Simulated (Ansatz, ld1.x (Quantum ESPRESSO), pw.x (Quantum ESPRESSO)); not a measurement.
Which Si potential is closest to all-electron in the sc crystal?

All use LDA (PW92), scalar-relativistic, no spin, cutoffs from each file’s atomic test, pw.x 7.5; 13³ k-points, Fermi–Dirac smearing 0.01 Ry. Δ is the rms difference from all-electron LAPW of the E(V) curves that follow from fits to the pressures, over ±6 % in volume. Mesh and smearing are coarse and serve the comparison alone. The files are a selection: those with a ghost or negative overlap were mostly not run, and those with noisy or unconverged pressures or nearly equal Δ are left out.

All-electron: a0 = 2.505 Å (V0 = 15.72 Å³/atom), B0 = 108.0 GPa.

Rank them by Δ, smallest first.
A. PAW, ld1.x (Quantum ESPRESSO) 7.5, LDA (PW92); core [Ne], reference 3s2 3p1; waves: 3s (bound): rcut 1.30, rcutus 1.75 bohr; 3s channel at -0.45 Ry: rcut 1.30, rcutus 1.75 bohr; 3p (bound): rcut 1.80, rcutus 2.50 bohr; 3p channel at 0.55 Ry: rcut 1.80, rcutus 2.50 bohr; 3d channel at 0.15 Ry: rcut 2.25, rcutus 2.40 bohr; 3d channel at 2.4 Ry: rcut 2.25, rcutus 2.40 bohr; local part: all-electron potential smoothed inside 1.40 bohr (lloc = -1); core correction: Bessel-smoothed model core, default radius (core density twice the valence density); augmentation: PSQ, inside the norm-conserving radii.
B. norm-conserving Troullier–Martins (Kleinman–Bylander form), ld1.x (Quantum ESPRESSO) 7.5, LDA (PW92); core [Ne], reference 3s2 3p2; waves: 3s (bound): rc 1.55 bohr; 3d channel at 0.15 Ry: rc 1.65 bohr; 3p (bound): rc 1.95 bohr; local part: the p channel; core correction: a·sin(br)/r model core, default radius (core density twice the valence density).
C. norm-conserving Troullier–Martins (Kleinman–Bylander form), ld1.x (Quantum ESPRESSO) 7.5, LDA (PW92); core [Ne], reference 3s2 3p2; waves: 3s (bound): rc 1.60 bohr; 3d channel at 0.05 Ry: rc 2.30 bohr; 3p (bound): rc 2.30 bohr; local part: the p channel; core correction: none.
D. norm-conserving Troullier–Martins (Kleinman–Bylander form), ld1.x (Quantum ESPRESSO) 7.5, LDA (PW92); core [Ne], reference 3s2 3p1; waves: 3p (bound): rc 2.05 bohr; 3d channel at 0.35 Ry: rc 1.70 bohr; 3s (bound): rc 1.55 bohr; local part: the s channel; core correction: none.
E. norm-conserving Troullier–Martins (Kleinman–Bylander form), ld1.x (Quantum ESPRESSO) 7.5, LDA (PW92); core [Ne], reference 3s2 3p2; waves: 3s (bound): rc 1.30 bohr; 3p (bound): rc 2.10 bohr; 3d channel at -0.05 Ry: rc 2.15 bohr; local part: the d channel; core correction: Bessel-smoothed model core inside 0.95 bohr.

B (0.5 meV/atom), C (1.6 meV/atom), E (2.6 meV/atom), D (3.9 meV/atom), A (6.5 meV/atom).
